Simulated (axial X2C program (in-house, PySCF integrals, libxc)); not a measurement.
**NPN⁺: properties at the nuclei**

Calculated with an axial X2C code built on PySCF integrals: two-component X2C with atomic mean-field Coulomb and Gaunt terms, Gaussian nuclei, basis N dyall-av3z, P dyall-v3z with contracted cores.

N–P–N held linear, with bonds 1.581 and 1.581 Å (near the PBE0 minimum at charge 1 of the determinant lowest at the starting distance; the state shown can have its own minimum elsewhere, held linear; other orders of the atoms were not compared).

Input and command:
```json
{"zs": [7, 15, 7], "q": 1, "bas": ["dyall-av3z", "dyall-v3z", "dyall-av3z"], "r0": [1.62, 1.62], "symm": 1, "scan": ["PBE0", "HF", "PBE"], "levels": ["PBE0", "HF", "PBE"], "nst": 2}
```
```bash
python solin.py task.json out
```

Keys: zs atomic numbers; q charge; bas basis sets; r0 starting distance in Å; symm equal bonds; scan levels of the two-bond scan; levels methods; nst determinants followed.

Determinant lowest in the PBE0 search, Ω = 1 (⟨Sz⟩ = 1.00, ⟨Lz⟩ = 0.00 at PBE0), spin on the atoms N 0.67, P -0.34, N 0.67:

```json
{"level": "PBE0", "A∥/gI N (MHz)": "-79.2", "qzz N (a.u.)": "-0.19", "A∥/gI P (MHz)": "-159", "qzz P (a.u.)": "-1.12"}
{"level": "HF", "A∥/gI N (MHz)": "-60", "qzz N (a.u.)": "-0.18", "A∥/gI P (MHz)": "-606", "qzz P (a.u.)": "-1.14"}
{"level": "PBE", "A∥/gI N (MHz)": "-73.1", "qzz N (a.u.)": "-0.16", "A∥/gI P (MHz)": "-88.3", "qzz P (a.u.)": "-1.06"}
```

Determinant 1.31 eV from it at PBE0 and this distance, Ω = 0 (closed shell), highest spinor 85% N p, 14% P d:

```tsv
level	qzz N (a.u.)	qzz P (a.u.)
PBE0	-0.24	-1.24
HF	-0.38	-1.42
PBE	-0.18	-1.13
```

A∥ (defined per Ω) follows by multiplying with gI = μI/(I μN); qzz is the electric field gradient, eQq0 = 234.96 MHz × Q/barn × qzz. The operators were transformed with the bare-nucleus X2C matrices; with these basis sets, hyperfine constants and field gradients can be off by tens of per cent, and where levels differ in sign neither size nor sign is settled.

Task: With gI(14N) = 0.4038, Q(14N) = 0.02044 barn (g factors from the IAEA table of nuclear moments by Stone; Q from Pyykkö, Mol. Phys. 2018), turn the PBE0 values of the first state into constants in MHz.

Result: A∥(14N) = -79.2 × 0.4038 = -32 MHz; eQq0(14N) = 234.96 × (0.02044) × (-0.19) = -0.912 MHz.

The molecule was held linear; bending was not examined, so a bent shape may lie lower.

Each state is one determinant with collinear spin, which with several unpaired electrons need not be a pure state. Unrestricted Hartree–Fock can overshoot spin polarisation at the nuclei. A closed determinant beside an open π² or δ² triplet, such as (π1/2)², mixes with its partner pair into the 0⁺ component of the triplet and ¹Σ⁺, so its energy is not that of a level, and 0⁺ can lie lowest. With several open shells hyperfine constants can be off by a factor of several. In the state Ω = 1 the atomic spins oppose each other (0.67, -0.34, 0.67): a broken-symmetry determinant whose values are not spin-projected. Open-shell Ω = 0 determinants with evenly filled partner blocks cannot be reached by this program, so the Ω shown need not be the lowest component. The search compared states at one distance, so a state with another bond length can lie lower. Where a field gradient or hyperfine factor spreads by more than a factor of two over the levels, a constant derived from it is not to be relied on. PBE0 term energies can be off by some tenths of an eV.
